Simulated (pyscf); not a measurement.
Routes from HO–BH–OH + NH₃

Candidate steps break at most two bonds and form at most two. Each was searched with GFN2-xTB (tblite) first. PySCF, gas phase, ωB97X-D3(BJ)/def2-SVP geometries. Energies: ωB97M-D3(BJ)/def2-TZVP, kJ/mol, from the separated reactants, singlet surface; ΔG‡ with ideal gas, 1 atm, RRHO with modes under 100 cm⁻¹ raised to 100, one conformer, R ln 2 for chiral ones without a mode under 150 cm⁻¹.

```json
[
 {"products": "H₂O + H₂N–BH–OH", "type": "four-centre exchange", "ΔE‡": "108.6", "ΔE": "+24.6", "ΔG‡ 298 K": "146.5", "ΔG‡ 900 K": "235.6", "ν‡ (cm⁻¹)": "1287i"},
 {"products": "H₂N–B(OH)–OH + H₂", "type": "four-centre exchange", "ΔE‡": "143.4", "ΔE": "-66.4", "ΔG‡ 298 K": "175.8", "ΔG‡ 900 K": "261.2", "ν‡ (cm⁻¹)": "1560i"},
 {"products": "HO–BH–OH + NH₃", "type": "four-centre exchange", "ΔE‡": "340.2", "ΔE": "0.0", "ΔG‡ 298 K": "375.0", "ΔG‡ 900 K": "449.1", "ν‡ (cm⁻¹)": "1016i"}
]
```

Row 1: On the reactant side the descent ends in an adduct with a B–N contact, 14.9 kJ/mol under the separated species and 123.8 kJ/mol under the saddle at ωB97X-D3(BJ)/def2-TZVP. Row 2: On the reactant side the descent ends in an adduct with a B–N contact (not fully relaxed), 14.9 kJ/mol under the separated species and 161.3 kJ/mol under the saddle at ωB97X-D3(BJ)/def2-TZVP. 

Plain bond fissions and candidates not yet searched are not listed, and one of them may be faster. Each barrier is that of the saddle found; lower ones may exist.
